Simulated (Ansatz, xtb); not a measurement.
# Two isomers of C4H5PS

Structure a: `Pc1ccsc1`, a singlet. Structure b: `CC1=CP=CS1`, a singlet. Both are isolated molecules in the gas phase, relaxed with PBE-D3(BJ)/def2-SVP; the shapes shown needn't be the lowest conformers.

a (Å):

| atom | x (Å) | y (Å) | z (Å) |
| --- | --- | --- | --- |
| C | -0.2177 | -0.4090 | 0.9742 |
| C | 0.6116 | 0.4768 | 0.2026 |
| C | 0.2264 | 0.5595 | -1.1198 |
| C | -1.2092 | -0.9880 | 0.1963 |
| P | 0.1201 | -0.7720 | 2.7509 |
| S | -1.1370 | -0.4559 | -1.4503 |
| H | -0.9377 | -1.7339 | 2.9203 |
| H | -0.6723 | 0.2938 | 3.3201 |
| H | 1.4677 | 1.0283 | 0.6166 |
| H | 0.6767 | 1.1529 | -1.9250 |
| H | -1.9847 | -1.6988 | 0.5073 |

b (Å):

```xyz
11

C     0.6625   -0.8404    2.0263
C    -0.1281   -0.3303    0.8538
C     0.2054    0.7112    0.0104
C    -2.0259   -0.1126   -0.8865
P    -0.9070    1.1303   -1.3202
S    -1.6441   -1.0998    0.4684
H     0.0966   -0.7497    2.9767
H     0.9368   -1.9090    1.9062
H     1.5983   -0.2592    2.1310
H     1.1444    1.2660    0.1675
H    -2.9714   -0.3327   -1.4045
```

Energies in hartree; the thermal terms are from GFN2-xTB frequencies at re-optimised GFN2-xTB minima (ideal gas, soft modes damped towards free rotors, one conformer each, 298.15 K, 1 atm) and include the zero-point energy:

```
                              a           b
E, CCSD(T)/def2-SVP  −893.134428  −893.148128
    E, MP2/def2-SVP  −893.049256  −893.065315
  E, MP2/def2-TZVPP  −893.665843  −893.683134
  zero-point energy     0.072418     0.076845
       H(298 K) − E     0.079753     0.084194
       G(298 K) − E     0.041481     0.045954
```

**Question.** Correct the CCSD(T) difference for the basis set by the MP2 change, then work out ΔE, ΔE₀, ΔH and ΔG for a → b in kcal/mol (1 Eh = 627.51 kcal/mol) and the equilibrium ratio [b]/[a].

**Answer.** 1. Differences b − a: CCSD(T) −0.013700, MP2 in the small set −0.016059, MP2 in the large set −0.017291 Eh.
2. ΔE = −0.013700 + (−0.017291 − (−0.016059)) = −0.014932 Eh = −9.37 kcal/mol.
3. ΔE₀ = ΔE + ΔZPE = −0.014932 + (+0.004427) Eh = −6.59 kcal/mol.
4. ΔH = ΔE + (+0.004441) Eh = −6.58 kcal/mol.
5. ΔG = ΔE + (+0.004473) Eh = −6.56 kcal/mol, so ΔS = (ΔH − ΔG)/T = −0.3 J/(mol K).
6. kT = 0.9442 mEh, so K = [b]/[a] = exp(−ΔG/kT) = exp(+11.08) ≈ 6.5 × 10^4.

Structure b is favoured at this temperature. An error of 1 kcal/mol in ΔG would change K by a factor of 5.4. Mirror images and further conformers aren't counted.

As drawn, b has 1 C–C, 1 C=C, 1 C=P, 2 C–S, 2 C–H in place of 3 C∷C, 2 C∷S, 2 P–H (∷ is an aromatic bond). Structure a has a 5-membered ring (with an aromatic ring), b a 5-membered ring.

Other levels gave ΔE = −0.7 (GFN2-xTB); −5.3 (HF/STO-3G, GFN2-xTB geometries); −9.9 (r2SCAN-D4/def2-SVP, GFN2-xTB geometries); −8.6 (PBE-D3(BJ)/def2-SVP); −3.5 (HF/def2-SVP); −10.1 (MP2/def2-SVP); −8.6 (CCSD(T)/def2-SVP) kcal/mol. The correlated steps freeze 14 core orbitals. Programs: Ansatz 0.2.0, xtb 6.7.1.
